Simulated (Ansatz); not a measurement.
# CHNa (singlet): the correlation ladder at angle Na2–C1–H3 = 154.5°, 6-31G

How much of the correlation energy of CHNa (singlet) does each wave-function method recover here?

The runs use Ansatz 0.2.0, Gaussian basis; 6-31G, core rule «outside noble gas», up to 6 orbitals frozen.

The runs, in order: UHF; CCSD(T) on RHF; CCSD(T) on UHF; BCCD(T) on RHF; CISD; CCSDT(Q) on RHF; CCSDT(Q) on UHF; CCSDTQ on RHF; CCSDTQ on UHF; CASSCF and MRCISD+Q, 2 electrons in 2 orbitals; CASSCF and NEVPT2, 2 electrons in 2 orbitals; Full CI.

30 further runs of the same task are left out: 16 for a known fault of the program, 10 that didn't finish, 4 set aside as unsound or not needed. Runs told in other sessions of the task aren't counted.

## 1. What is computed

The geometry derives from a PBE0/def2-TZVP stationary point (not a proven minimum). One angle is set to the value named; bond lengths are kept.

3 atoms, charge 0, spin multiplicity 1.

Atoms are counted from 1 here; the program's logs count them from 0.

Bond lengths: C1–Na2 2.359 Å, C1–H3 1.119 Å. Angles: Na2–C1–H3 154.5°.

Geometry (Å):

```
C     0.00000   -0.01912    0.47718
Na    0.00000   -0.72273   -1.77462
H     0.00000    0.74185    1.29744
```

## 2. UHF

The input, in.yaml:

```yaml
crystal:
  periodic: [false, false, false]
  atoms:
    - {symbol: C, position_ang: [0.000000, -0.019116, 0.477181]}
    - {symbol: Na, position_ang: [0.000000, -0.722734, -1.774624]}
    - {symbol: H, position_ang: [0.000000, 0.741849, 1.297443]}
basis:
  gaussian: {orbitals: 6-31G}
magnetization: {spin_polarized: true, initial_magnetization: 0}
hamiltonian: {xc: hf}
output: {orbitals: {seedname: orbitals}}
```

The run is started by

```
$ ansatz run in.yaml --threads 1 --pin off --events-out ev --progress --plain --max-ram 2393MiB
```

Further steps of the session: CCSD(T) on RHF; CCSD(T) on UHF; BCCD(T) on RHF; CISD; CCSDT(Q) on RHF; CCSDT(Q) on UHF; CCSDTQ on RHF; CCSDTQ on UHF; CASSCF and MRCISD+Q, 2 electrons in 2 orbitals; CASSCF and NEVPT2, 2 electrons in 2 orbitals; Full CI.

Q: Predict the results of all the runs planned. Wanted: FCI from the RHF energy; RMP2 from FCI; RCCSD from FCI; RCCSD(T) from FCI; RCCSDT(Q) from FCI; T1 diagnostic; effectively unpaired electrons.

The runs gave:

```
                         quantity                       value
          FCI from the RHF energy                  -2.7465 eV
                    RMP2 from FCI                +75.6 kJ/mol
                   RCCSD from FCI                +19.1 kJ/mol
                RCCSD(T) from FCI                 +7.9 kJ/mol
               RCCSDT(Q) from FCI                  0.0 kJ/mol
levels within 1 kcal/mol (43 meV)  RCCSDT, RCCSDT(Q), RCCSDTQ
                    T1 diagnostic                       0.066
   effectively unpaired electrons                        1.33
```

**Reading.** RCCSD(T) misses by +7.9 kJ/mol, 3.0 % of the correlation energy. The occupations show strong static correlation (1.3 unpaired electrons where one determinant has 0). Coupled cluster on one determinant still stays close here. These misses are within one basis, not against nature.

The restricted and unrestricted ladders end 1.35 eV apart at CCSDT(Q), which points to two states or an unsound top rung; rows of one don't measure the error of the other.
